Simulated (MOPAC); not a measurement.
# AM1 run of C4H7NO (2-methyloxazoline)

Aim: the vertical ionisation energy of C4H7NO (2-methyloxazoline) at AM1, from 2 runs. 

The results are computed with MOPAC 23.2.5.

5 further runs of the same task are left out: 5 set aside as unsound or not needed.

## (1) The system as given

C4H7NO has 13 atoms, charge 0, and is taken as a singlet. SMILES: `CC1=NCCO1`. The shape was relaxed beforehand at AM1.

Bond lengths: C1–C2 1.482 Å, C2–N3 1.305 Å, N3–C4 1.459 Å, C4–C5 1.552 Å, C2–O6 1.412 Å, C5–O6 1.448 Å, C1–H7 1.117 Å, C1–H8 1.118 Å, C1–H9 1.118 Å, C4–H10 1.121 Å, C4–H11 1.121 Å, C5–H12 1.115 Å, C5–H13 1.115 Å. Some angles: C1–C2–N3 130.9°, C1–C2–O6 113.9°, N3–C2–O6 115.2°, C2–N3–C4 108.3°, N3–C4–C5 105.5°, C4–C5–O6 104.1°, C2–O6–C5 106.9°, C2–C1–H7 110.8°, C2–C1–H8 109.2°, C2–C1–H9 109.2°.

## (2) The harmonic vibrations at AM1

Input file run.mop:

```
force thermo am1 threads=1 aux(precision=6)
C4H7NO frequencies

C     -1.385969 1    -0.817311 1     1.467549 1
C     -0.387155 1    -0.385847 1     0.461818 1
N      0.557226 1    -1.051401 1    -0.145046 1
C      1.255312 1    -0.138555 1    -1.044408 1
C      0.549884 1     1.233248 1    -0.871723 1
O     -0.484356 1     0.978078 1     0.108679 1
H     -1.257585 1    -1.898803 1     1.715474 1
H     -2.413659 1    -0.647991 1     1.060404 1
H     -1.261471 1    -0.205082 1     2.395021 1
H      2.338138 1    -0.084340 1    -0.761354 1
H      1.177278 1    -0.513093 1    -2.097598 1
H      0.044402 1     1.587483 1    -1.800562 1
H      1.217573 1     2.020787 1    -0.450170 1
```

On the command line:

```sh
mopac run.mop
```

run.out:

```text
MOPAC v23.2.5
AM1 CALCULATION RESULTS
[...]
           Empirical Formula: C4 H7 N O  =    13 atoms
      MOLECULAR POINT GROUP   :   Cs
[...]
 DIPOLE           X         Y         Z       TOTAL
 POINT-CHG.    -0.115    -0.127     0.000     0.172
 HYBRID         0.459    -0.775     0.001     0.901
 SUM            0.344    -0.903     0.001     0.966
          GRADIENT NORM =   0.00769
[...]
          ZERO POINT ENERGY      69.692 KCAL/MOL
[...]
 FREQUENCY           176.99         C  1 -- H  9         +31.5% (335.0%)      0.0%
[...]
 FREQUENCY           203.19         C  5 -- O  6         +16.9% (257.8%)      0.0%
[...]
 FREQUENCY          3083.75         C  5 -- H 12         +47.5% ( 71.5%)     97.9%
[...]
 FREQUENCY          3085.00         C  4 -- H 11         +48.8% ( 69.2%)     96.8%
[...]
 FREQUENCY          3133.63         C  5 -- H 13         +48.9% ( 69.3%)     96.5%
[...]
 FREQUENCY          3147.86         C  1 -- H  7         +39.9% ( 60.9%)     97.2%
[...]
   TEMP. (K)   PARTITION FUNCTION   H.O.F.    ENTHALPY  HEAT CAPACITY ENTROPY
                                   KCAL/MOL   CAL/MOLE    CAL/K/MOL  CAL/K/MOL
 298.00  VIB.     0.5589D+01                  1660.5955    13.3034     8.9921
         ROT.     0.1103D+06                   888.2803     2.9808    26.0541
         INT.     0.6165D+06                  2548.8758    16.2842    35.0462
         TRA.     0.7590D+27                  1480.4672     4.9680    39.2350
         TOT.                      -22.945    4029.3430    21.2522    74.2813
 200.00  VIB.     0.2362D+01                   645.6763     7.6899     4.9364
         ROT.     0.6064D+05                   596.1613     2.9808    24.8655
[...]
           FORCE CONSTANT IN CARTESIAN COORDINATES (Millidynes/A)
    ATOM   CHEMICAL       X               Y               Z
   NUMBER   SYMBOL  FORCE CONSTANT  FORCE CONSTANT  FORCE CONSTANT
      1       C        9.154716        8.397098        7.769642
      2       C       16.337559       11.821481        2.729448
      3       N       11.548140       10.594850        1.408011
      4       C       10.414477        7.570849        8.270806
      5       C        8.516497        8.577202        8.471203
      6       O        8.230688        8.114446        1.040047
      7       H        1.422558        4.724509        0.638101
      8       H        1.282350        1.711348        3.704331
      9       H        1.281712        1.712500        3.703817
     10       H        1.833335        1.171890        3.632067
[...]
 * JOB ENDED NORMALLY *
[...]
```

Wall time 0.24 s (1 thread of Arm Neoverse N1, shared host).

## (3) The doublet cation: the energy at AM1

Input file mol.mop:

```
AM1 1SCF DISP CHARGE=1 UHF AUX(PRECISION=9) THREADS=1
C4H7NO energy

C -1.385969 1 -0.817311 1 1.467549 1
C -0.387155 1 -0.385847 1 0.461818 1
N 0.557226 1 -1.051401 1 -0.145046 1
C 1.255312 1 -0.138555 1 -1.044408 1
C 0.549884 1 1.233248 1 -0.871723 1
O -0.484356 1 0.978078 1 0.108679 1
H -1.257585 1 -1.898803 1 1.715474 1
H -2.413659 1 -0.647991 1 1.060404 1
H -1.261471 1 -0.205082 1 2.395021 1
H 2.338138 1 -0.084340 1 -0.761354 1
H 1.177278 1 -0.513093 1 -2.097598 1
H 0.044402 1 1.587483 1 -1.800562 1
H 1.217573 1 2.020787 1 -0.450170 1
```

On the command line:

```sh
mopac mol.mop
```

mol.out (excerpt; [...] marks lines left out):

```text
MOPAC v23.2.5
AM1 CALCULATION RESULTS
[...]
           Empirical Formula: C4 H7 N O  =    13 atoms
      MOLECULAR POINT GROUP   :   Cs
[...]
     SCF FIELD WAS ACHIEVED
[...]
                              SUM =        194.92723 KCAL/MOL = FINAL HEAT OF FORMATION
          TOTAL ENERGY            =      -1126.03291 EV
          ELECTRONIC ENERGY       =      -4185.59484 EV
          CORE-CORE REPULSION     =       3059.56192 EV
          COSMO AREA              =        122.81 SQUARE ANGSTROMS
          COSMO VOLUME            =        108.99 CUBIC ANGSTROMS
          IONIZATION POTENTIAL    =         16.757171 EV
          ALPHA SOMO LUMO (EV)    =        -16.757 -5.859
          BETA  SOMO LUMO (EV)    =        -17.242 -8.964
          NO. OF ALPHA ELECTRONS  =         17
          NO. OF BETA  ELECTRONS  =         16
          MOLECULAR WEIGHT        =         85.1054         POINT GROUP:  Cs
[...]
                             CARTESIAN COORDINATES
   1    C       -1.385969000    -0.817311000     1.467549000
[...]
              NET ATOMIC CHARGES AND DIPOLE CONTRIBUTIONS
  ATOM NO.   TYPE          CHARGE      No. of ELECS.   s-Pop       p-Pop
    1          C          -0.212934        4.2129     1.22642     2.98651
    2          C           0.210057        3.7899     1.30244     2.48750
    3          N           0.010616        4.9894     1.76020     3.22919
    4          C          -0.189440        4.1894     1.26581     2.92362
    5          C          -0.102847        4.1028     1.27350     2.82935
    6          O          -0.068114        6.0681     1.89090     4.17722
    7          H           0.167825        0.8322     0.83218
    8          H           0.174382        0.8256     0.82562
    9          H           0.174059        0.8259     0.82594
   10          H           0.223508        0.7765     0.77649
   11          H           0.223500        0.7765     0.77650
   12          H           0.194690        0.8053     0.80531
[...]
 DIPOLE           X         Y         Z       TOTAL
 POINT-CHG.     0.648     0.085    -0.593     0.883
 HYBRID         0.071     0.788    -0.315     0.852
 SUM            0.719     0.873    -0.908     1.450
[...]
                    (S**2)  =    0.785507
[...]
 * JOB ENDED NORMALLY *
[...]
```

It took 0.04 s on 1 thread of Arm Neoverse N1, shared host.

## (4) Summary of results

Level: AM1.

| quantity | value |
| --- | --- |
| run 2, AM1: heat of formation | -22.9 kcal/mol |
| run 2, AM1: lowest harmonic wavenumber | 177 cm⁻¹ |
| run 2, AM1: highest harmonic wavenumber | 3148 cm⁻¹ |
| run 2, AM1: zero-point energy | 291.6 kJ/mol |
| doublet cation: total energy | -41.38095 Eh |
| doublet cation: HOMO energy (over α and β) | -16.76 eV |
| doublet cation: LUMO energy (over α and β) | -8.96 eV |
| doublet cation: heat of formation | 194.9 kcal/mol |
| doublet cation: ⟨S²⟩ | 0.786 |
| vertical ionisation energy (to the doublet cation) | 9.448 eV |

What this shows: Removing an electron at fixed nuclei costs 9.45 eV (218 kcal/mol). All 33 modes (run 2, AM1) are real, so the shape is a minimum at this level.
